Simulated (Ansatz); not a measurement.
C4H5F can be A, `C=C=C(C)F`, or B, `C=CC(=C)F`.

Calculated with Ansatz (gas phase, PBE0-D4/def2-TZVP geometries, no zero-point term in ΔE). CBS: MP2 limit from def2 TZ/QZ plus the TZ coupled-cluster correction, frozen cores. DFT in def2-TZVPP. B3LYP here is the variant with VWN-RPA as its local correlation; programs differ in this. Each species was taken in one conformer, which may not be the lowest.

(1) Which is lower in electronic energy at CCSD(T)/CBS, and by how much? (An estimate is asked.)

(2) Give E(B) − E(A) in kcal/mol with BLYP-D4, B3LYP-D4, CCSD(T)/def2-TZVPP, B2PLYP, B3LYP, MP2/def2-TZVPP, HF/def2-TZVPP. (Best estimate.)

(3) Does the order hold for the free energy at 298.15 K (harmonic terms from PBE0-D4)? (Estimate.)

Largest T1 diagnostic: 0.012.

Answers

(1) Ansatz gave: B, by 16.6 kcal/mol.

(2) Ansatz gave: BLYP-D4 -14.8, B3LYP-D4 -15.5, CCSD(T)/def2-TZVPP -16.5, B2PLYP -15.9, B3LYP -15.0, MP2/def2-TZVPP -16.8, HF/def2-TZVPP -17.9. None reverses the order clearly.

(3) Computed: Yes: G(B) − G(A) = -15.6 kcal/mol, for one conformer each.

From BLYP to BHLYP (50 % exact exchange), in def2-TZVPP and without D4, E(B) − E(A) moves by −2.4 kcal/mol. In def2-TZVPP, CCSD(T) changes the Hartree–Fock value by +1.4 kcal/mol (the triples alone add −0.1 kcal/mol) and MP2 by +1.1 kcal/mol.
